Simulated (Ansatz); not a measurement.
# C₈H₁₈: small, medium and large basis sets

The task here is to estimate one member of a computed series from the others.

Program: Ansatz 0.2.0, Gaussian basis. Level of theory: one geometry, several basis sets. These are calculated values, not measurements.

The runs, in order: PBE0-D4/def2-SVP; ωB97M-V/def2-SVP; PBE0-D4/def2-QZVPP; ωB97M-V/def2-QZVPP; the functionals' def2-TZVPP values are taken from earlier runs.

## Structure used throughout

The geometry comes from an earlier relaxation with PBE0-D4 in a triple-zeta def2 set; it is a stationary point, not always the lowest conformer.

SMILES `CCCCCCCC`, 26 atoms, charge 0, spin multiplicity 1.

Atoms are counted from 1 here; the program's logs count them from 0.

Bond lengths: C1–C2 1.519 Å, C1–H9 1.094 Å, C1–H10 1.092 Å, C1–H11 1.094 Å, C2–C3 1.520 Å, C2–H12 1.096 Å, C2–H13 1.096 Å, C3–C4 1.519 Å, C3–H14 1.097 Å, C3–H15 1.098 Å, C4–C5 1.520 Å, C4–H16 1.098 Å, C4–H17 1.096 Å, C5–C6 1.524 Å, C5–H18 1.096 Å, C5–H19 1.096 Å, C6–C7 1.525 Å, C6–H20 1.096 Å and more. Angles: C2–C1–H9 111.1°, C2–C1–H10 111.7°, C2–C1–H11 111.1°, H9–C1–H10 107.7°, H9–C1–H11 107.4°, H10–C1–H11 107.7°, C1–C2–C3 113.1°, C1–C2–H12 109.6°, C1–C2–H13 109.6°, C3–C2–H12 109.1°, C3–C2–H13 109.1°, H12–C2–H13 105.9°, C2–C3–C4 113.5°, C2–C3–H14 109.3°, C2–C3–H15 109.2°, C4–C3–H14 109.4°, C4–C3–H15 109.3°, H14–C3–H15 105.8° and more.

Set-up of the first run:

in.yaml

```yaml
crystal:
  periodic: [false, false, false]
  atoms:
    - {symbol: C, position_ang: [-1.293358, -3.456600, -1.710130]}
    - {symbol: C, position_ang: [-1.195137, -1.948972, -1.554827]}
    - {symbol: C, position_ang: [-0.024389, -1.514273, -0.688875]}
    - {symbol: C, position_ang: [0.086256, -0.007478, -0.529875]}
    - {symbol: C, position_ang: [1.255189, 0.416226, 0.344637]}
    - {symbol: C, position_ang: [1.450947, 1.924428, 0.445276]}
    - {symbol: C, position_ang: [0.270629, 2.697631, 1.023891]}
    - {symbol: C, position_ang: [-0.111532, 2.274906, 2.432880]}
    - {symbol: H, position_ang: [-0.388795, -3.864464, -2.170267]}
    - {symbol: H, position_ang: [-2.142017, -3.743457, -2.335429]}
    - {symbol: H, position_ang: [-1.415923, -3.945038, -0.739176]}
    - {symbol: H, position_ang: [-1.104539, -1.481907, -2.542517]}
    - {symbol: H, position_ang: [-2.125302, -1.561645, -1.122781]}
    - {symbol: H, position_ang: [0.907625, -1.904198, -1.117479]}
    - {symbol: H, position_ang: [-0.115576, -1.977767, 0.301836]}
    - {symbol: H, position_ang: [0.186782, 0.456344, -1.519739]}
    - {symbol: H, position_ang: [-0.852135, 0.375496, -0.112278]}
    - {symbol: H, position_ang: [2.174460, -0.028726, -0.053416]}
    - {symbol: H, position_ang: [1.129814, -0.011816, 1.345936]}
    - {symbol: H, position_ang: [2.337514, 2.124397, 1.058662]}
    - {symbol: H, position_ang: [1.676449, 2.319205, -0.552370]}
    - {symbol: H, position_ang: [0.522053, 3.763376, 1.023203]}
    - {symbol: H, position_ang: [-0.597436, 2.597245, 0.363830]}
    - {symbol: H, position_ang: [-0.460267, 1.239700, 2.465681]}
    - {symbol: H, position_ang: [0.741772, 2.355605, 3.113043]}
    - {symbol: H, position_ang: [-0.913086, 2.901773, 2.830294]}
basis:
  gaussian: {orbitals: def2-SVP}
hamiltonian: {xc: pbe0, dispersion: d4}
output: {orbitals: {seedname: orbitals}}
```

Steps of the session up to this table: PBE0-D4 in def2-SVP; ωB97M-V in def2-SVP; PBE0-D4 in def2-QZVPP; ωB97M-V in def2-QZVPP.

One of the session's tables, all rows but one given; the rest of the session is left out.

It belongs to the step «Functionals by basis». 

```
functional       basis  HOMO (eV)  LUMO (eV)
   PBE0-D4    def2-SVP          ?          ?
   PBE0-D4  def2-TZVPP      -8.50       1.10
   PBE0-D4  def2-QZVPP      -8.50       0.74
   ωB97M-V    def2-SVP     -10.79       3.34
   ωB97M-V  def2-TZVPP     -10.78       2.51
   ωB97M-V  def2-QZVPP     -10.78       1.90
```

Estimate the missing values for PBE0-D4, def2-SVP.

**Answer.** HOMO (eV): -8.51; LUMO (eV): 1.71. In the column «HOMO (eV)» it lies between ωB97M-V, def2-QZVPP (-10.78) and PBE0-D4, def2-TZVPP (-8.50).
